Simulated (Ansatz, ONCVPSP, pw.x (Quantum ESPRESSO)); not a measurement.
# Equation-of-state test of one ONCV potential (W)

```
Element                 : tungsten (W)
Generator               : ONCVPSP 4.0.1.1 (patched build)
Type                    : optimised norm-conserving Vanderbilt (ONCV)
Functional              : PBE
Relativity              : scalar-relativistic
Frozen core             : [Xe] 4f14
Valence charge          : 6
Reference configuration : 5d4 6s2
Partial waves           : 6s: rc 2.75 bohr, ncon 3, nbas 6, qcut 2 1/bohr, 3 projectors, debl 2.4 Ha; p scattering state at 0.02 Ha: rc 2.95 bohr, ncon 3, nbas 8, qcut 2.8 1/bohr, 2 projectors, debl 2.7 Ha; 5d: rc 1.70 bohr, ncon 5, nbas 8, qcut 6.7 1/bohr, 1 projector; f scattering state at 0.36 Ha: rc 2.70 bohr, ncon 4, nbas 7, qcut 4.1 1/bohr, 2 projectors, debl 4 Ha
Local potential         : polynomial inside 1.70 bohr (lpopt 3, dvloc0 3 Ha)
Core correction         : none
```

In the p channel the program set the typed energies aside and used 0.050, 2.750 Ha.

Atomic tests: cutoffs needed: 14 Ha and 17 Ha (the cutoffs (Ha) at which the residual kinetic energy of the hardest occupied pseudo-wave falls to 1 and 0.1 mHa per electron); ghost test: no bound ghost flagged; GHOST(+) flagged for p at 90.8 eV, s at 157.6 eV; largest excitation error: +69 meV (all-electron minus pseudo) for 5d3 6s0, out of 4 test configurations.

Crystal test: bcc W in pw.x 7.5, no spin, 14³ k-points, Fermi–Dirac smearing 0.01 Ry, cutoffs 40/160 Ry. The reference is all-electron LAPW (Ansatz 0.2.0) with the same functional, mesh and smearing; V0 and B0 come from Birch–Murnaghan fits to the pressures at five volumes. Errors are pseudo minus all-electron; Δ is the rms difference of the E(V) curves that follow from these fits, minima aligned, over ±6 % about the mean V0. Mesh and smearing are coarse, so the numbers serve the comparison and aren't converged zero-temperature values; the lattice is a test structure that the element need not adopt.

All-electron: a0 = 3.184 Å (V0 = 16.15 Å³/atom), B0 = 300.6 GPa.

**Question.** How far does the potential miss the all-electron equation of state?

**Answer.** mean pressure error (GPa): -1.88; a0 (Å): 3.178; a0 error (%): -0.21; B0 error (%): -4.7; Δ (meV/atom): 6.8. The largest radius (2.95 bohr) exceeds half the bond length (2.60 bohr), so the spheres overlap, which is one possible source of error among others.

```tsv
V (Å³/atom)	P all-electron (GPa)	P pseudo (GPa)
15.323	17.51	14.45
15.727	8.35	5.98
16.130	0.30	-1.49
16.533	-6.79	-8.08
16.936	-13.02	-13.90
```

**Question.** At the middle volume, how do free energy and pressure move when the wave cutoff is lowered (ecutrho kept at four times it)?

**Answer.**

```csv
cutoff (Ry),shift of F (meV/atom),shift of P (GPa)
18,+1891.6,-56.10
24,+400.0,-19.08
32,+19.0,-1.56
```

The run at the middle volume (104 k-points, 9 iterations) took about 15 s on one core of a shared host (Neoverse-N1, 64 threads, 124 GiB, load 52).
